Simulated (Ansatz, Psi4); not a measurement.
Molecule: C2H4NO, net charge 0, doublet state. SMILES: [CH2]C(N)=O
Coordinates optimised at B3LYP-D3(BJ)/def2-TZVP (Ansatz, a first-principles code):
```xyz
8

O      0.2440     1.2982     0.2869
C      0.0056     0.1235     0.0276
N      1.0071    -0.7711    -0.2593
C     -1.3493    -0.3957    -0.0172
H      0.8326    -1.7569    -0.3335
H     -1.5726    -1.4257    -0.2615
H     -2.1561     0.2872     0.1984
H      1.9565    -0.4591    -0.1456
```
Charge 0, spin multiplicity 2.

Wanted: atomisation energy, in kcal/mol. Conventions: dispersion terms only where a functional's name holds one; non-relativistic; six Cartesian d functions in 6-31G* and its kin unless marked 5d; frozen cores in correlated levels; open shells spin-unrestricted; spin-orbit terms left out; atomisation electronic, to ground-state atoms. Basis-set limits of correlation are two-point, X^-3; Hartree-Fock from the larger set. The bracket is a focal-point correction in the basis named. First-principles rows: single points at B3LYP-D3(BJ) geometries (Ansatz).

| species | coefficient | E at wB97X-D/6-31G* (Psi4), Eh | E at wB97X-V/def2-TZVPD (Ansatz), Eh |
|---|---|---|---|
| [CH2]C(N)=O | -1 | -208.47720 | -208.57030 |
| C atom | +2 | -37.83024 | -37.84665 |
| H atom | +4 | -0.50061 | -0.50049 |
| N atom | +1 | -54.56801 | -54.58636 |
| O atom | +1 | -75.03624 | -75.06921 |

Coupled cluster (Ansatz) is a level with limits of its own, used here on species with T1 under 0.025 (0.045 for open shells) and stable references: RI-MP2/CBS(cc-pVTZ,cc-pVQZ)+[CCSD(T)-MP2]/cc-pVTZ. Value to compare with, RI-MP2/CBS(cc-pVTZ,cc-pVQZ)+[CCSD(T)-MP2]/cc-pVTZ (Ansatz): 760.4 kcal/mol. 1 Eh = 627.5095 kcal/mol.

Question: Work the quantity out at each level, and compare with RI-MP2/CBS(cc-pVTZ,cc-pVQZ)+[CCSD(T)-MP2]/cc-pVTZ (Ansatz).

Answer: 
- wB97X-D/6-31G*: the sum of coefficient times E is 1.21003 Eh, or 759.31 kcal/mol. Result: 759.3 kcal/mol. Its difference against RI-MP2/CBS(cc-pVTZ,cc-pVQZ)+[CCSD(T)-MP2]/cc-pVTZ (Ansatz) is -1.1 kcal/mol.
- wB97X-V/def2-TZVPD: the sum of coefficient times E is 1.21947 Eh, or 765.23 kcal/mol. Result: 765.2 kcal/mol. Its difference against RI-MP2/CBS(cc-pVTZ,cc-pVQZ)+[CCSD(T)-MP2]/cc-pVTZ (Ansatz) is 4.8 kcal/mol.
